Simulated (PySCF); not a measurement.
# Working out the ionisation energy of O

O [He] 2s2 2p4 (3P) → O⁺ [He] 2s2 2p3 (4S). All numbers are calculated (PySCF 2.14, no relativity, point nucleus, in 6-31G* (3s2p1d, 14 functions)). Frozen: 1s2. Energies in hartree (1 hartree = 27.21139 eV):

```tsv
part	O (lower)	O⁺ (upper)
UHF	-74.783181	-74.341075
CCSD correlation	-0.110729	-0.076074
(T)	-0.000840	-0.000540
```

**Question.** What does Hartree-Fock give?

**Answer.** (-74.341075) − (-74.783181) = 0.442106 hartree = 12.030 eV.

**Question.** What do CCSD and CCSD(T) give?

**Answer.** The CCSD correlation energies differ by 0.034655 hartree = 0.943 eV and the triples by 0.000300 hartree = 0.008 eV, so CCSD gives 12.973 eV and CCSD(T) 12.981 eV.

Measured between the centres of the two terms (NIST): 13.608 eV, so CCSD(T) (valence) is off by -0.627 eV.

What remains against the reference includes basis incompleteness, the frozen core and higher excitations.
